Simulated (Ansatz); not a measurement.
**CH₆AlSi+: an energy map over two coordinates**

How does the energy of CH₆AlSi, SMILES C[SiH+][AlH2], charge +1 change over two coordinates at once? A grid of runs gives the map.

Method: RKS PBE0-D4/def2-TZVP; program: Ansatz 0.2.0.

## (1) The system as given

SMILES `C[SiH+][AlH2]`, 9 atoms, charge 1, spin multiplicity 1.

Atoms are counted from 1 here; the program's logs count them from 0.

Bond lengths: C1–Si2 1.849 Å, C1–H4 1.116 Å, C1–H5 1.106 Å, C1–H6 1.116 Å, Si2–Al3 2.531 Å, Si2–H7 1.508 Å, Al3–H8 1.585 Å, Al3–H9 1.585 Å. Angles: Si2–C1–H4 108.5°, Si2–C1–H5 115.0°, Si2–C1–H6 108.1°, H4–C1–H5 110.0°, H4–C1–H6 104.9°, H5–C1–H6 109.9°, C1–Si2–Al3 128.9°, C1–Si2–H7 109.7°, Al3–Si2–H7 121.4°, Si2–Al3–H8 111.7°, Si2–Al3–H9 111.9°, H8–Al3–H9 136.3°.

As a file:

```
C    -0.6029    1.4264   -0.6271
Si    0.2415   -0.2172   -0.5607
Al    0.5881   -1.7462    1.4269
H     0.1141    2.1756   -1.0397
H    -1.0081    1.7832    0.3381
H    -1.4215    1.3657   -1.3836
H     0.7493   -0.5843   -1.9329
H     1.9693   -1.4636    2.1511
H    -0.6299   -2.7397    1.6281
```

This geometry comes from a loose relaxation at PBE in a small basis, which is not shown.

## (2) The minimum at this level

File input.yaml:

```yaml
crystal:
  periodic: [false, false, false]
  atoms:
    - { symbol: C, position_ang: [-0.602856, 1.426412, -0.627117] }
    - { symbol: Si, position_ang: [0.241505, -0.217203, -0.560736] }
    - { symbol: Al, position_ang: [0.588109, -1.746167, 1.426871] }
    - { symbol: H, position_ang: [0.114113, 2.17563, -1.039689] }
    - { symbol: H, position_ang: [-1.008121, 1.783227, 0.33806] }
    - { symbol: H, position_ang: [-1.421478, 1.365675, -1.383622] }
    - { symbol: H, position_ang: [0.749313, -0.584256, -1.932937] }
    - { symbol: H, position_ang: [1.96928, -1.463613, 2.151091] }
    - { symbol: H, position_ang: [-0.629865, -2.739705, 1.628078] }
total_charge: 1
basis:
  gaussian: { orbitals: def2-TZVP }
hamiltonian:
  xc: pbe0
  dispersion: d4
output:
  forces: true
relax:
  f_tol: 0.003
  max_steps: 120
```

Command:

```sh
$ ansatz run input.yaml --threads 1 --pin off --max-ram 2560MiB --backend cpu --events-out ev --progress --plain --runs-dir out
```

Log, shortened:

```text
Warning: RAYON_NUM_THREADS=1 ignored (pool sized by the plan → 1); use --threads N
[...]
Functional definition: PBE0
[...]
991 factors; their error is unknown
[...]
mean field -15593.72340111 eV, -573.0587651854 hartree, gradient 6.6e-6 eV, S^2 0.000000; 0 other end points of the search recorded, 0 dependent functions left out
[...]
reference -15593.72343861 eV, -573.0587665635 hartree; 19, 19 occupied and 122, 122 virtual orbitals, 991 factors
relax step   1: F+E_penalty+E_count = -15593.83564329 eV  Δ(F+E_penalty+E_count) = +0.000e0 eV  max|allowed force component| = 4.952e-1 eV/Å  Δτ_max = 0.0000 Å  (26 SCF iters, accepted)
[...]
relax step   3: F+E_penalty+E_count = -15593.86170428 eV  Δ(F+E_penalty+E_count) = -1.984e-3 eV  max|allowed force component| = 3.717e-2 eV/Å  Δτ_max = 0.0094 Å  (28 SCF iters, accepted)
[...]
relax step   5: F+E_penalty+E_count = -15593.86177069 eV  Δ(F+E_penalty+E_count) = -4.733e-5 eV  max|allowed force component| = 5.354e-3 eV/Å  Δτ_max = 0.0032 Å  (21 SCF iters, accepted)
[...]
relax step   7: F+E_penalty+E_count = -15593.86182559 eV  Δ(F+E_penalty+E_count) = -2.117e-5 eV  max|allowed force component| = 8.049e-3 eV/Å  Δτ_max = 0.0133 Å  (28 SCF iters, accepted)
[...]
relax step   9: F+E_penalty+E_count = -15593.86182781 eV  Δ(F+E_penalty+E_count) = +1.164e-6 eV  max|allowed force component| = 2.076e-3 eV/Å  Δτ_max = 0.0026 Å  (21 SCF iters, rejected (line search))
[...]
relax step  10: F+E_penalty+E_count = -15593.86182969 eV  Δ(F+E_penalty+E_count) = -7.160e-7 eV  max|allowed force component| = 2.933e-4 eV/Å  Δτ_max = 0.0005 Å  (18 SCF iters, accepted)
991 factors; their error is unknown
mean field -15593.74920663 eV, -573.0597135208 hartree, gradient 6.4e-5 eV, S^2 0.000000; 1 other end points of the search recorded, 0 dependent functions left out
[...]
reference -15593.74924405 eV, -573.0597148961 hartree; 19, 19 occupied and 122, 122 virtual orbitals, 991 factors
Total energy: -15593.86186712 eV, -573.0638537173 hartree
Atom 0 at    -0.595135     1.421204    -0.628592 Å, force     0.000137    -0.000293    -0.000169 eV/Å
Atom 1 at     0.231913    -0.210968    -0.564648 Å, force    -0.000095     0.000172     0.000114 eV/Å
Atom 2 at     0.586462    -1.740598     1.423819 Å, force     0.000126    -0.000067     0.000013 eV/Å
Atom 3 at     0.116283     2.154792    -1.032680 Å, force     0.000022     0.000114     0.000040 eV/Å
Atom 4 at    -0.982802     1.771204     0.326722 Å, force    -0.000074     0.000080     0.000086 eV/Å
Atom 5 at    -1.410257     1.367910    -1.363685 Å, force    -0.000069     0.000056     0.000004 eV/Å
Atom 6 at     0.720159    -0.585481    -1.919641 Å, force     0.000032    -0.000108    -0.000011 eV/Å
Atom 7 at     1.937914    -1.434117     2.156419 Å, force    -0.000005     0.000034    -0.000034 eV/Å
Atom 8 at    -0.604537    -2.743946     1.602285 Å, force    -0.000075     0.000013    -0.000041 eV/Å
Dipole moment:    -0.004972     0.064974    -0.131001 e Å
```

It took 43 s on 1 thread of Intel Xeon at 2.70GHz, shared host; peak memory 0.26 GiB.

The steps of the relaxation:

| step | energy from step 1 (eV) | largest force component (eV/Å) |
| --- | --- | --- |
| 1 | 0.0000 | 0.4952 |
| 2 | -0.0241 | 0.1312 |
| 3 | -0.0261 | 0.0372 |
| 4 | -0.0261 | 0.0184 |
| 5 | -0.0261 | 0.0054 |
| 6 | -0.0262 | 0.0035 |
| 7 | -0.0262 | 0.0080 |
| 8 | -0.0262 | 0.0036 |
| 9 | -0.0262 | 0.0021 |
| 10 | -0.0262 | 0.0003 |

Close pairs (by a distance rule), those that changed most:

| bond | before (Å) | after (Å) | change (Å) |
| --- | --- | --- | --- |
| Si2–H7 | 1.508 | 1.488 | -0.020 |
| C1–Si2 | 1.849 | 1.831 | -0.018 |
| Al3–H8 | 1.585 | 1.567 | -0.017 |
| C1–H6 | 1.116 | 1.099 | -0.017 |
| C1–H5 | 1.106 | 1.089 | -0.017 |
| C1–H4 | 1.116 | 1.099 | -0.017 |
| Al3–H9 | 1.585 | 1.567 | -0.017 |
| Si2–Al3 | 2.531 | 2.534 | +0.002 |

## (3) The grid

The axes are (1) umbrella angle at Al3 (between each of its bonds and their common axis; 90 is planar): 15 values from 66.0 to 114.0 °; (2) change of the bonds Al3–Si2, Al3–H8, Al3–H9, all alike: 15 values from −0.208 to 0.321 Å.

Nothing else is relaxed (all other coordinates rigid). Energies count from the relaxed molecule at the same level. Points are written as (first, second).

Below, 3 of the grid's runs; all are launched alike.

## (4) Grid point (69.4°, 0.132 Å)

File input.yaml:

```yaml
crystal:
  periodic: [false, false, false]
  atoms:
    - { symbol: C, position_ang: [0.022715, 0.709698, -1.781496] }
    - { symbol: Si, position_ang: [0.677022, -0.853435, -1.088257] }
    - { symbol: Al, position_ang: [0.586462, -1.740598, 1.423819] }
    - { symbol: H, position_ang: [0.850695, 1.249324, -2.261922] }
    - { symbol: H, position_ang: [-0.467981, 1.357233, -1.056702] }
    - { symbol: H, position_ang: [-0.676149, 0.463016, -2.592892] }
    - { symbol: H, position_ang: [1.323595, -1.653632, -2.16356] }
    - { symbol: H, position_ang: [2.238381, -1.824363, 1.814262] }
    - { symbol: H, position_ang: [-0.341918, -3.153689, 1.25188] }
total_charge: 1
basis:
  gaussian: { orbitals: def2-TZVP }
hamiltonian:
  xc: pbe0
  dispersion: d4
output:
  forces: true
```

Command:

```sh
$ ansatz run input.yaml --threads 1 --pin off --max-ram 2560MiB --backend cpu --events-out ev --progress --plain --runs-dir out
```

Log, shortened:

```text
Warning: RAYON_NUM_THREADS=1 ignored (pool sized by the plan → 1); use --threads N
[...]
Functional definition: PBE0
[...]
991 factors; their error is unknown
[...]
mean field -15592.95059750 eV, -573.0303651765 hartree, gradient 1.1e-5 eV, S^2 0.000000; 0 other end points of the search recorded, 0 dependent functions left out
[...]
reference -15592.95063510 eV, -573.0303665585 hartree; 19, 19 occupied and 122, 122 virtual orbitals, 991 factors
Total energy: -15593.06353580 eV, -573.0345155826 hartree
Atom 0 at     0.022715     0.709698    -1.781496 Å, force     0.048241    -0.036571    -0.134749 eV/Å
Atom 1 at     0.677022    -0.853435    -1.088257 Å, force    -0.311417     0.237072     0.868311 eV/Å
Atom 2 at     0.586462    -1.740598     1.423819 Å, force     1.376382    -2.065291    -1.432804 eV/Å
Atom 3 at     0.850695     1.249324    -2.261922 Å, force    -0.020418     0.026973    -0.019942 eV/Å
Atom 4 at    -0.467981     1.357233    -1.056702 Å, force     0.009299    -0.018689     0.001479 eV/Å
Atom 5 at    -0.676149     0.463016    -2.592892 Å, force    -0.003829     0.035416    -0.016348 eV/Å
Atom 6 at     1.323595    -1.653632    -2.163560 Å, force     0.032367    -0.087241     0.057571 eV/Å
Atom 7 at     2.238381    -1.824363     1.814262 Å, force    -1.404661     0.521742     0.155314 eV/Å
Atom 8 at    -0.341918    -3.153689     1.251880 Å, force     0.274035     1.386588     0.521167 eV/Å
Dipole moment:    -0.157856     0.238307     0.160745 e Å
```

Wall time 3.9 s (1 thread of Intel Xeon at 2.70GHz, shared host); peak memory 0.25 GiB.

Energy on the map's scale: 0.80 eV.

## (5) Grid point (90.0°, 0.019 Å)

File input.yaml:

```yaml
crystal:
  periodic: [false, false, false]
  atoms:
    - { symbol: C, position_ang: [-0.596527, 1.431369, -0.64623] }
    - { symbol: Si, position_ang: [0.230241, -0.200887, -0.580803] }
    - { symbol: Al, position_ang: [0.586462, -1.740598, 1.423819] }
    - { symbol: H, position_ang: [0.115157, 2.164554, -1.050583] }
    - { symbol: H, position_ang: [-0.984494, 1.782118, 0.308686] }
    - { symbol: H, position_ang: [-1.411384, 1.377674, -1.381588] }
    - { symbol: H, position_ang: [0.718931, -0.576453, -1.935343] }
    - { symbol: H, position_ang: [1.954908, -1.431265, 2.164527] }
    - { symbol: H, position_ang: [-0.618361, -2.756972, 1.603677] }
total_charge: 1
basis:
  gaussian: { orbitals: def2-TZVP }
hamiltonian:
  xc: pbe0
  dispersion: d4
output:
  forces: true
```

Command:

```sh
$ ansatz run input.yaml --threads 1 --pin off --max-ram 2560MiB --backend cpu --events-out ev --progress --plain --runs-dir out
```

Log, shortened:

```text
Warning: RAYON_NUM_THREADS=1 ignored (pool sized by the plan → 1); use --threads N
[...]
Functional definition: PBE0
[...]
991 factors; their error is unknown
[...]
mean field -15593.74329812 eV, -573.0594963871 hartree, gradient 4.2e-5 eV, S^2 0.000000; 0 other end points of the search recorded, 0 dependent functions left out
[...]
reference -15593.74333564 eV, -573.0594977659 hartree; 19, 19 occupied and 122, 122 virtual orbitals, 991 factors
Total energy: -15593.85557636 eV, -573.0636225363 hartree
Atom 0 at    -0.596527     1.431369    -0.646230 Å, force    -0.000157    -0.000051     0.000685 eV/Å
Atom 1 at     0.230241    -0.200887    -0.580803 Å, force     0.015154    -0.068887     0.093287 eV/Å
Atom 2 at     0.586462    -1.740598     1.423819 Å, force     0.013804    -0.053172     0.062853 eV/Å
Atom 3 at     0.115157     2.164554    -1.050583 Å, force     0.000701    -0.000073    -0.000017 eV/Å
Atom 4 at    -0.984494     1.782118     0.308686 Å, force     0.000100    -0.000212    -0.000060 eV/Å
Atom 5 at    -1.411384     1.377674    -1.381588 Å, force    -0.000278    -0.000557    -0.000242 eV/Å
Atom 6 at     0.718931    -0.576453    -1.935343 Å, force     0.000430    -0.000794    -0.000206 eV/Å
Atom 7 at     1.954908    -1.431265     2.164527 Å, force    -0.231384    -0.049677    -0.125334 eV/Å
Atom 8 at    -0.618361    -2.756972     1.603677 Å, force     0.201630     0.173424    -0.030967 eV/Å
Dipole moment:    -0.005144     0.064845    -0.129903 e Å
```

It took 3.6 s on 1 thread of Intel Xeon at 2.70GHz, shared host; peak memory 0.25 GiB.

On the map this point reads 0.006 eV.

## (6) The run at (114.0°, −0.132 Å)

File input.yaml:

```yaml
crystal:
  periodic: [false, false, false]
  atoms:
    - { symbol: C, position_ang: [-1.070266, 1.676741, 0.947174] }
    - { symbol: Si, position_ang: [-0.1767, 0.226356, 0.27635] }
    - { symbol: Al, position_ang: [0.586462, -1.740598, 1.423819] }
    - { symbol: H, position_ang: [-0.484854, 2.579108, 0.722269] }
    - { symbol: H, position_ang: [-1.277151, 1.628206, 2.015] }
    - { symbol: H, position_ang: [-2.011029, 1.79165, 0.390948] }
    - { symbol: H, position_ang: [0.051096, 0.401898, -1.183767] }
    - { symbol: H, position_ang: [1.444468, -1.100241, 2.380076] }
    - { symbol: H, position_ang: [-0.682584, -2.196066, 1.916478] }
total_charge: 1
basis:
  gaussian: { orbitals: def2-TZVP }
hamiltonian:
  xc: pbe0
  dispersion: d4
output:
  forces: true
```

Command:

```sh
$ ansatz run input.yaml --threads 1 --pin off --max-ram 2560MiB --backend cpu --events-out ev --progress --plain --runs-dir out
```

Log, shortened:

```text
Warning: RAYON_NUM_THREADS=1 ignored (pool sized by the plan → 1); use --threads N
[...]
Functional definition: PBE0
[...]
991 factors; their error is unknown
[...]
mean field -15592.57410243 eV, -573.0165292379 hartree, gradient 5.2e-5 eV, S^2 0.000000; 0 other end points of the search recorded, 0 dependent functions left out
[...]
reference -15592.57413853 eV, -573.0165305645 hartree; 19, 19 occupied and 122, 122 virtual orbitals, 991 factors
Total energy: -15592.69238712 eV, -573.0208761200 hartree
Atom 0 at    -1.070266     1.676741     0.947174 Å, force    -0.056974     0.039393     0.166955 eV/Å
Atom 1 at    -0.176700     0.226356     0.276350 Å, force     0.080120     0.353898    -1.203884 eV/Å
Atom 2 at     0.586462    -1.740598     1.423819 Å, force    -0.109098     0.576294    -0.861008 eV/Å
Atom 3 at    -0.484854     2.579108     0.722269 Å, force     0.038916    -0.052026     0.003020 eV/Å
Atom 4 at    -1.277151     1.628206     2.015000 Å, force    -0.006503     0.006945     0.013312 eV/Å
Atom 5 at    -2.011029     1.791650     0.390948 Å, force     0.019589    -0.061862    -0.001114 eV/Å
Atom 6 at     0.051096     0.401898    -1.183767 Å, force    -0.101541     0.218554    -0.050775 eV/Å
Atom 7 at     1.444468    -1.100241     2.380076 Å, force     2.356200     0.638343     1.465502 eV/Å
Atom 8 at    -0.682584    -2.196066     1.916478 Å, force    -2.220709    -1.719539     0.467993 eV/Å
Dipole moment:     0.207737    -0.272495    -0.309251 e Å
```

Wall time 3.9 s (1 thread of Intel Xeon at 2.70GHz, shared host); peak memory 0.25 GiB.

That is 1.17 eV from the zero.

## (7) The map

225 points were computed. Energies in eV, from the relaxed molecule at the same level:

```
change of the bonds Al3–Si2, Al3–H8, Al3–H9, all alike (Å) ↓, umbrella angle at Al3 (between each of its bonds and their common axis; 90 is planar) (°) →  66.0  69.4  72.9  76.3  79.7  83.1  86.6  90.0  93.4  96.9  100.3  103.7  107.1  110.6  114.0
                                                                                                                                                    0.321  1.89  1.71  1.55  1.43  1.34  1.28  1.24  1.22  1.24  1.27   1.34   1.43   1.55   1.70   1.88
                                                                                                                                                    0.283  1.67  1.49  1.33  1.21  1.12  1.05  1.01  0.99  1.01  1.05   1.11   1.21   1.33   1.49   1.67
                                                                                                                                                    0.246  1.48  1.29  1.13  1.00  0.91  0.84  0.80  0.78  0.80  0.84   0.91   1.00   1.13   1.29   1.47
                                                                                                                                                    0.208  1.29  1.10  0.94  0.81  0.71  0.64  0.60  0.59  0.60  0.64   0.71   0.81   0.94   1.10   1.29
                                                                                                                                                    0.170  1.13  0.94  0.77  0.64  0.54  0.47  0.43  0.41  0.43  0.47   0.54   0.64   0.77   0.94   1.13
                                                                                                                                                    0.132  1.00  0.80  0.63  0.50  0.39  0.32  0.28  0.26  0.28  0.32   0.39   0.49   0.63   0.80   0.99
                                                                                                                                                    0.094  0.89  0.68  0.51  0.38  0.27  0.20  0.15  0.14  0.15  0.20   0.27   0.38   0.51   0.68   0.89
                                                                                                                                                    0.057  0.81  0.61  0.43  0.30  0.19  0.12  0.07  0.05  0.07  0.11   0.19   0.29   0.43   0.61   0.81
                                                                                                                                                    0.019  0.77  0.57  0.39  0.25  0.14  0.07  0.02  0.01  0.02  0.07   0.14   0.25   0.39   0.57   0.77
                                                                                                                                                   −0.019  0.78  0.57  0.40  0.25  0.15  0.07  0.02  0.01  0.02  0.07   0.14   0.25   0.39   0.57   0.78
                                                                                                                                                   −0.057  0.85  0.64  0.45  0.31  0.20  0.13  0.08  0.06  0.08  0.12   0.20   0.31   0.45   0.64   0.85
                                                                                                                                                   −0.094  0.97  0.76  0.57  0.43  0.32  0.24  0.19  0.18  0.19  0.24   0.32   0.43   0.57   0.76   0.97
                                                                                                                                                   −0.132  1.17  0.95  0.77  0.63  0.51  0.44  0.39  0.37  0.39  0.43   0.51   0.62   0.77   0.95   1.17
                                                                                                                                                   −0.170  1.45  1.23  1.05  0.91  0.79  0.71  0.67  0.65  0.66  0.71   0.79   0.90   1.05   1.24   1.45
                                                                                                                                                   −0.208  1.83  1.61  1.43  1.28  1.17  1.09  1.04  1.03  1.04  1.09   1.17   1.28   1.43   1.61   1.83
```

On the same grid, largest force on an atom (eV/Å):

| change of the bonds Al3–Si2, Al3–H8, Al3–H9, all alike (Å) ↓, umbrella angle at Al3 (between each of its bonds and their common axis; 90 is planar) (°) → | 66.0 | 69.4 | 72.9 | 76.3 | 79.7 | 83.1 | 86.6 | 90.0 | 93.4 | 96.9 | 100.3 | 103.7 | 107.1 | 110.6 | 114.0 |
| --- | --- | --- | --- | --- | --- | --- | --- | --- | --- | --- | --- | --- | --- | --- | --- |
| 0.321 | 3.94 | 3.46 | 2.94 | 2.46 | 2.48 | 2.49 | 2.50 | 2.50 | 2.50 | 2.49 | 2.48 | 2.46 | 2.94 | 3.46 | 3.95 |
| 0.283 | 3.90 | 3.42 | 2.90 | 2.39 | 2.37 | 2.38 | 2.38 | 2.38 | 2.38 | 2.38 | 2.37 | 2.39 | 2.90 | 3.42 | 3.90 |
| 0.246 | 3.79 | 3.33 | 2.82 | 2.32 | 2.20 | 2.21 | 2.21 | 2.21 | 2.21 | 2.21 | 2.20 | 2.32 | 2.82 | 3.33 | 3.80 |
| 0.208 | 3.63 | 3.19 | 2.70 | 2.22 | 1.98 | 1.99 | 1.99 | 1.99 | 1.99 | 1.98 | 1.98 | 2.22 | 2.70 | 3.19 | 3.64 |
| 0.170 | 3.47 | 3.04 | 2.58 | 2.11 | 1.75 | 1.75 | 1.75 | 1.75 | 1.75 | 1.75 | 1.75 | 2.11 | 2.58 | 3.04 | 3.48 |
| 0.132 | 3.27 | 2.87 | 2.43 | 1.98 | 1.54 | 1.48 | 1.48 | 1.48 | 1.48 | 1.48 | 1.53 | 1.98 | 2.42 | 2.87 | 3.28 |
| 0.094 | 3.01 | 2.64 | 2.23 | 1.82 | 1.40 | 1.15 | 1.14 | 1.14 | 1.14 | 1.15 | 1.39 | 1.81 | 2.23 | 2.64 | 3.02 |
| 0.057 | 2.70 | 2.36 | 1.99 | 1.62 | 1.24 | 0.85 | 0.75 | 0.74 | 0.75 | 0.85 | 1.23 | 1.62 | 1.99 | 2.36 | 2.71 |
| 0.019 | 2.32 | 2.02 | 1.70 | 1.38 | 1.05 | 0.71 | 0.36 | 0.27 | 0.35 | 0.71 | 1.05 | 1.38 | 1.70 | 2.03 | 2.33 |
| −0.019 | 1.88 | 1.64 | 1.38 | 1.12 | 0.85 | 0.58 | 0.32 | 0.29 | 0.32 | 0.57 | 0.85 | 1.12 | 1.38 | 1.64 | 1.88 |
| −0.057 | 1.43 | 1.31 | 1.20 | 1.11 | 1.03 | 0.98 | 0.95 | 0.94 | 0.95 | 0.98 | 1.03 | 1.11 | 1.20 | 1.31 | 1.43 |
| −0.094 | 2.05 | 1.95 | 1.86 | 1.79 | 1.74 | 1.70 | 1.67 | 1.67 | 1.67 | 1.70 | 1.74 | 1.79 | 1.86 | 1.95 | 2.05 |
| −0.132 | 2.84 | 2.76 | 2.69 | 2.63 | 2.59 | 2.56 | 2.54 | 2.53 | 2.54 | 2.56 | 2.59 | 2.63 | 2.69 | 2.76 | 2.85 |
| −0.170 | 3.80 | 3.73 | 3.67 | 3.62 | 3.58 | 3.56 | 3.54 | 3.53 | 3.54 | 3.56 | 3.58 | 3.62 | 3.67 | 3.73 | 3.80 |
| −0.208 | 4.92 | 4.86 | 4.81 | 4.76 | 4.73 | 4.71 | 4.70 | 4.69 | 4.70 | 4.71 | 4.73 | 4.77 | 4.81 | 4.86 | 4.93 |

## (8) What came out

```
                       quantity                                                                             value
                   lowest point                                                        (90.0°, 0.019 Å), 0.006 eV
         highest computed point                                        (66.0°, 0.321 Å), 1.88 eV above the lowest
largest force on an atom (eV/Å)  0.27 at (90.0°, 0.019 Å) to 4.93 at (114.0°, −0.208 Å); 0.27 at the lowest point
        time for the whole task                                                   16 min on 1 thread, shared host
```

**Reading.** The lowest computed point is at (90.0°, 0.019 Å), 0.006 eV from the relaxed molecule at the same level. The grid is coarse, so the lowest point of the scanned range may lie between grid points; coordinates that were held can hide deeper minima. The grid shows no other well, apart from its symmetry copies. The highest computed point, (66.0°, 0.321 Å), lies 1.88 eV above the lowest. Round the minimum the two coordinates are nearly uncoupled.
